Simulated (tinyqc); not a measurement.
CIS on RHF in the sto-6g basis, frozen core, for H2O, spin multiplicity 1, step by step. One step of it, computed by the program tinyqc.

Question. CIS matrix, singlets. A(ia,jb) = (e_a - e_i) d_ij d_ab + 2 (ia|jb) - (ij|ab).

orbital energies (hartree): MO1 -20.496388, MO2 -1.236054, MO3 -0.601802, MO4 -0.427856, MO5 -0.385606, MO6 0.517229, MO7 0.690078

Two-electron integrals over orbitals (pq|rs), unique and non-zero (hartree); the lowest 1 orbital is frozen and left out:
```
p,q,r,s,(pq|rs)
2,2,2,2,0.724154
3,2,3,2,0.139300
3,3,2,2,0.628684
3,3,3,3,0.613801
4,2,2,2,-0.009774
4,2,3,3,0.005165
4,2,4,2,0.129363
4,3,3,2,0.025030
4,3,4,3,0.048731
4,4,2,2,0.680766
4,4,3,3,0.586499
4,4,4,2,-0.103503
4,4,4,4,0.765517
5,2,5,2,0.147871
5,3,5,3,0.027424
5,4,5,2,-0.043181
5,4,5,4,0.052034
5,5,2,2,0.752171
5,5,3,3,0.614639
5,5,4,2,-0.070578
5,5,4,4,0.722633
5,5,5,5,0.880663
6,2,2,2,0.138476
6,2,3,3,0.067972
6,2,4,2,0.025699
6,2,4,4,0.086146
6,2,5,5,0.154207
6,2,6,2,0.098102
6,3,3,2,-0.045870
6,3,4,3,-0.033912
6,3,6,3,0.079871
6,4,2,2,0.106470
6,4,3,3,0.042496
6,4,4,2,-0.027602
6,4,4,4,0.122063
6,4,5,5,0.123794
6,4,6,2,0.064240
6,4,6,4,0.073523
6,5,5,2,0.057724
6,5,5,4,0.001139
6,5,6,5,0.036721
6,6,2,2,0.595423
6,6,3,3,0.558118
6,6,4,2,0.056799
6,6,4,4,0.541836
6,6,5,5,0.575683
6,6,6,2,0.089288
6,6,6,4,0.044943
6,6,6,6,0.584120
7,2,3,2,0.048686
7,2,4,3,-0.029686
7,2,6,3,0.032409
7,2,7,2,0.065341
7,3,2,2,0.155222
7,3,3,3,0.090868
7,3,4,2,-0.071360
7,3,4,4,0.160552
7,3,5,5,0.197082
7,3,6,2,0.076149
7,3,6,4,0.082149
7,3,6,6,0.039272
7,3,7,3,0.152651
7,4,3,2,-0.071953
7,4,4,3,-0.002345
7,4,6,3,0.049766
7,4,7,2,-0.017678
7,4,7,4,0.065780
7,5,5,3,0.023979
7,5,7,5,0.025354
7,6,3,2,0.097868
7,6,4,3,0.053723
7,6,6,3,-0.073305
7,6,7,2,-0.003978
7,6,7,4,-0.058059
7,6,7,6,0.120474
7,7,2,2,0.621086
7,7,3,3,0.599021
7,7,4,2,-0.019093
7,7,4,4,0.603343
7,7,5,5,0.624138
7,7,6,2,0.068456
7,7,6,4,0.045552
7,7,6,6,0.557208
7,7,7,3,0.101889
7,7,7,7,0.614989
```

Give: CIS matrix A, singlet.

Answer.

CIS matrix A, singlet (hartree):
```
,2>6,2>7,3>6,3>7,4>6,4>7,5>6,5>7
2>6,1.3541,0.0000,0.0000,0.0544,0.0717,0.0000,0.0000,0.0000
2>7,0.0000,1.4357,-0.0331,0.0000,0.0000,-0.0163,0.0000,0.0000
3>6,0.0000,-0.0331,0.7207,0.0000,0.0000,0.0458,0.0000,0.0000
3>7,0.0544,0.0000,0.0000,0.9982,0.1106,0.0000,0.0000,0.0000
4>6,0.0717,0.0000,0.0000,0.1106,0.5503,0.0000,0.0000,0.0000
4>7,0.0000,-0.0163,0.0458,0.0000,0.0000,0.6462,0.0000,0.0000
5>6,0.0000,0.0000,0.0000,0.0000,0.0000,0.0000,0.4006,0.0000
5>7,0.0000,0.0000,0.0000,0.0000,0.0000,0.0000,0.0000,0.5023
```
